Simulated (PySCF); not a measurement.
C₃H₁₀NP.
Bonds: C1–P2, P2–C3, P2–C4, P2–N5 (double). Hydrogens: H6, H7, H8 on C1; H9, H10, H11 on C3; H12, H13, H14 on C4; H15 on N5.

The same species was optimised twice, with GFN2-xTB and with PBE0-D3(BJ)/def2-SVP (PySCF), and the same property calculations (PySCF, gas phase) were run on both structures.

```
    coordinate  GFN2-xTB  PBE0-D3(BJ)/def2-SVP  change
     P2–C3 (Å)     1.853                 1.835  -0.018
     P2–C4 (Å)     1.853                 1.835  -0.018
     P2=N5 (Å)     1.556                 1.571  +0.015
    C4–H12 (Å)     1.086                 1.101  +0.015
    C3–H10 (Å)     1.086                 1.101  +0.015
     C1–H6 (Å)     1.087                 1.099  +0.012
     C1–H7 (Å)     1.087                 1.099  +0.012
     C1–H8 (Å)     1.087                 1.099  +0.012
    C4–H14 (Å)     1.089                 1.101  +0.012
     C3–H9 (Å)     1.089                 1.101  +0.012
    C4–H13 (Å)     1.089                 1.100  +0.011
    C3–H11 (Å)     1.089                 1.100  +0.011
    N5–H15 (Å)     1.010                 1.019  +0.009
     C1–P2 (Å)     1.816                 1.810  -0.006
  C4–P2–N5 (°)     119.5                 118.2    -1.3
  C3–P2–N5 (°)     119.4                 118.2    -1.2
  C1–P2–N5 (°)     106.4                 107.6    +1.2
 P2–N5–H15 (°)     115.6                 114.6    -1.0
  C1–P2–C3 (°)     104.0                 104.8    +0.8
 P2–C3–H11 (°)     107.5                 108.2    +0.7
 P2–C4–H13 (°)     107.5                 108.2    +0.7
H13–C4–H14 (°)     108.6                 108.0    -0.6
```

Rotational constants: A = 3726, B = 3557, C = 3433 MHz (GFN2-xTB) against A = 3709, B = 3565, C = 3480 MHz (PBE0-D3(BJ)/def2-SVP).

On the GFN2-xTB structure: HOMO (eV) -6.09 [PBE0/pcSseg-1]; LUMO (eV) 0.94 [PBE0/pcSseg-1]; dipole (D) 3.36 [PBE0/pcSseg-1]; GIAO shielding of C1/C3/C4 (mean) (ppm) 163.6 [PBE0/pcSseg-1]; GIAO shielding of P2 (ppm) 337.0 [PBE0/pcSseg-1]; GIAO shielding of N5 (ppm) 217.7 [PBE0/pcSseg-1].

What do these properties become on the PBE0-D3(BJ)/def2-SVP structure?

| property | level | on GFN2-xTB | on PBE0-D3(BJ)/def2-SVP | change |
| --- | --- | --- | --- | --- |
| HOMO (eV) | PBE0/pcSseg-1 | -6.09 | -5.97 | +0.12 |
| LUMO (eV) | PBE0/pcSseg-1 | 0.94 | 0.89 | -0.05 |
| dipole (D) | PBE0/pcSseg-1 | 3.36 | 3.53 | +0.17 |
| energy, GFN2-xTB geometry as zero (kcal/mol) | PBE0/pcSseg-1 | 0.0 | -0.6 | -0.6 |
| GIAO shielding of C1/C3/C4 (mean) (ppm) | PBE0/pcSseg-1 | 163.6 | 162.8 | -0.8 |
| GIAO shielding of P2 (ppm) | PBE0/pcSseg-1 | 337.0 | 333.8 | -3.2 |
| GIAO shielding of N5 (ppm) | PBE0/pcSseg-1 | 217.7 | 216.6 | -1.1 |

The heavy atoms differ by 0.018 Å rms after alignment. Among all bonds P2–C3 and P2–C4 change most and about equally (-0.018 Å). Changes are differences of the printed values. Neither structure is proved a minimum here.
